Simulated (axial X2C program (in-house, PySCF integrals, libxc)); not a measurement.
## Outer orbitals of Si₂ at 2.264 Å, PBE0

Calculated with an in-house relativistic program for diatomic molecules. Spin-free means the one-electron spin-free X2C Hamiltonian; two-component (2c) means X2C with spin–orbit coupling and atomic mean-field two-electron Coulomb and Gaunt terms, so the difference of the two also holds small scalar two-electron terms. Basis: Si dyall-v3z [8s7p2d1f] (cores contracted in-house); Gaussian nuclei, density fitting, unrestricted open shells. Masses: Si 27.977 u.

The distance is close to the 2c PBE0 minimum; the highest filled and lowest empty levels are listed.

Spin-free orbitals, state M_S = 1, Λ = 0 (beyond evenly filled blocks: π+α, π-α) (Löwdin shares):

```csv
symmetry,occupied,ε (eV),atomic character
σα,yes,-15.03,"81% Si s, 15% Si p"
σβ,yes,-13.61,"82% Si s, 13% Si p, 4% Si d"
σα,yes,-10.57,"67% Si s, 27% Si p, 6% Si d"
σβ,yes,-9.72,"65% Si s, 31% Si p"
π-α,yes,-6.66,"93% Si p, 6% Si d"
π+α,yes,-6.66,"93% Si p, 6% Si d"
σα,yes,-6.07,"83% Si p, 16% Si s"
σβ,yes,-5.80,"85% Si p, 15% Si s"
π-β,no,-3.59,96% Si p
π+β,no,-3.59,96% Si p
π+α,no,-2.31,"88% Si p, 11% Si d"
π-α,no,-2.31,"88% Si p, 11% Si d"
```

Spinors with spin–orbit coupling (state Ω = 1):

```csv
ω,occupied,ε (eV),atomic character,λ mixture
1/2,yes,-15.03,"81% Si s, 15% Si p",100% σ
-1/2,yes,-13.61,"82% Si s, 13% Si p, 4% Si d",100% σ
1/2,yes,-10.57,"67% Si s, 27% Si p, 6% Si d",100% σ
-1/2,yes,-9.72,"65% Si s, 31% Si p",100% σ
-1/2,yes,-6.67,"93% Si p, 6% Si d",100% π
3/2,yes,-6.65,"93% Si p, 6% Si d",100% π
1/2,yes,-6.07,"83% Si p, 16% Si s",100% σ
-1/2,yes,-5.80,"85% Si p, 15% Si s",100% σ
1/2,no,-3.60,96% Si p,100% π
-3/2,no,-3.58,96% Si p,100% π
-1/2,no,-2.31,"88% Si p, 11% Si d",100% π
3/2,no,-2.29,"88% Si p, 11% Si d",100% π
```

Mulliken charges and populations of the two-component result (they depend on the basis, above all on diffuse functions):

Si1 0.00 e (s 5.89 p 8.02 d 0.08), Si2 0.00 e (s 5.89 p 8.02 d 0.08). ⟨Lz⟩ = 0.00 ħ and ⟨Sz⟩ = 1.00 ħ (0.50 and 0.50 on the two atoms), which add up to Ω.

The state is a single determinant with fixed occupations, the lowest that a limited PBE0 search found. Density functionals use the spin component along the axis (collinear). Other states lie close and PBE0, whose exact exchange favours high spin, may order them wrongly; the determinant shown need not be the ground state. The nearest other spin-free determinant of the search, M_S = 1, Λ = 1, lies 0.38 eV up at the distance of the search. With several unpaired electrons one determinant need not be a pure state. Open-shell Ω = 0 determinants with evenly filled partner blocks cannot be reached by this program, so the Ω shown need not be the lowest component. This is the Ω = 1 component of a π² triplet; the 0⁺ component is not one determinant and can lie lowest.
